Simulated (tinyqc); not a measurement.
Inside a calculation. Method: extended Hueckel theory, for N2-. The parameters take no account of the charge, which enters only through the electron count, and nothing here shows that the anion is bound. Computed by tinyqc, a small Python program that keeps every step (integrals from PySCF). Settings: charge = -1, K = 1.75, weighted = 1, multiplicity = 2. Command: `OMP_NUM_THREADS=1 python tinyqc.py 23403 23404 out.jsonl` (the two numbers bound the seeds that draw the settings). One thread of a shared host (Intel(R) Xeon(R) Processor @ 2.60GHz), about 0.01 s of CPU time with the checks.

## Overlaps

Geometry (angstrom):
```
atom        x        y        z
N     0.00000  0.00000  0.00000
N     0.00000  0.00000  1.30900
```

Parameters chosen for this run:
```
element  shell  Slater exponent  H_ii (eV)
N           2s          1.95000  -26.00000
N           2p          1.95000  -13.40000
```

Slater orbitals, each expanded in six Gaussians scaled to its exponent.

overlap S, order 1N 2s, 1N 2px, 1N 2py, 1N 2pz, 2N 2s, 2N 2px, 2N 2py, 2N 2pz:
```
[[1.00000, 0.00000, 0.00000, 0.00000, 0.32684, 0.00000, 0.00000, -0.35420],
 [0.00000, 1.00000, 0.00000, 0.00000, 0.00000, 0.18176, 0.00000, 0.00000],
 [0.00000, 0.00000, 1.00000, 0.00000, 0.00000, 0.00000, 0.18176, 0.00000],
 [0.00000, 0.00000, 0.00000, 1.00000, 0.35420, 0.00000, 0.00000, -0.32613],
 [0.32684, 0.00000, 0.00000, 0.35420, 1.00000, 0.00000, 0.00000, 0.00000],
 [0.00000, 0.18176, 0.00000, 0.00000, 0.00000, 1.00000, 0.00000, 0.00000],
 [0.00000, 0.00000, 0.18176, 0.00000, 0.00000, 0.00000, 1.00000, 0.00000],
 [-0.35420, 0.00000, 0.00000, -0.32613, 0.00000, 0.00000, 0.00000, 1.00000]]
```

## Wolfsberg-Helmholz matrix

diagonal H_ii (eV): [-26.00000, -13.40000, -13.40000, -13.40000, -26.00000, -13.40000, -13.40000, -13.40000]

K = 1.75000

H_ij = K' S_ij (H_ii + H_jj)/2 for i != j (the diagonal keeps H_ii), with K' = K + D^2 + D^4 (1 - K), D = (H_ii - H_jj)/(H_ii + H_jj), K = 1.75.

H (eV), order 1N 2s, 1N 2px, 1N 2py, 1N 2pz, 2N 2s, 2N 2px, 2N 2py, 2N 2pz:
```
[[-26.00000, 0.00000, 0.00000, 0.00000, -14.87137, 0.00000, 0.00000, 12.86981],
 [0.00000, -13.40000, 0.00000, 0.00000, 0.00000, -4.26216, 0.00000, 0.00000],
 [0.00000, 0.00000, -13.40000, 0.00000, 0.00000, 0.00000, -4.26216, 0.00000],
 [0.00000, 0.00000, 0.00000, -13.40000, -12.86981, 0.00000, 0.00000, 7.64779],
 [-14.87137, 0.00000, 0.00000, -12.86981, -26.00000, 0.00000, 0.00000, 0.00000],
 [0.00000, -4.26216, 0.00000, 0.00000, 0.00000, -13.40000, 0.00000, 0.00000],
 [0.00000, 0.00000, -4.26216, 0.00000, 0.00000, 0.00000, -13.40000, 0.00000],
 [12.86981, 0.00000, 0.00000, 7.64779, 0.00000, 0.00000, 0.00000, -13.40000]]
```

## Orbitals

valence electrons = 11

Solve H C = S C e through S^(-1/2); fill by pairs from the bottom, a degenerate level sharing its electrons equally; each orbital has its largest coefficient positive (the first on a tie).

orbital energies (eV): [-30.94113, -21.36416, -14.94570, -14.94570, -13.73817, -11.16761, -11.16761, 14.49419]

occupations: [2.00000, 2.00000, 2.00000, 2.00000, 2.00000, 0.50000, 0.50000, 0.00000]

coefficients, order 1N 2s, 1N 2px, 1N 2py, 1N 2pz, 2N 2s, 2N 2px, 2N 2py, 2N 2pz:
```
[[0.59619, 0.60606, 0.00000, 0.00000, -0.22432, 0.00000, 0.00000, 0.81205],
 [0.00000, 0.00000, -0.12795, 0.63775, 0.00000, 0.72182, 0.30006, 0.00000],
 [0.00000, 0.00000, 0.63775, 0.12795, 0.00000, -0.30006, 0.72182, 0.00000],
 [0.05700, -0.37177, 0.00000, 0.00000, 0.63461, 0.00000, 0.00000, 0.94204],
 [0.59619, -0.60606, 0.00000, 0.00000, -0.22432, 0.00000, 0.00000, -0.81205],
 [0.00000, 0.00000, -0.12795, 0.63775, 0.00000, -0.72182, -0.30006, 0.00000],
 [0.00000, 0.00000, 0.63775, 0.12795, 0.00000, 0.30006, -0.72182, 0.00000],
 [-0.05700, -0.37177, 0.00000, 0.00000, -0.63461, 0.00000, 0.00000, 0.94204]]
```

sum of one-electron energies = -203.03733 eV

Within a degenerate level the vectors are fixed only up to a rotation; this is one choice.

## Mulliken analysis

P = C n C^T; charge = valence electrons (N 5) minus the sum of (P S)_ii on the atom; overlap population = 2 sum P_ij S_ij between two atoms.

charges: [-0.50000, -0.50000]

Overlap populations:
```
pair     value
2-1   1.124022
```
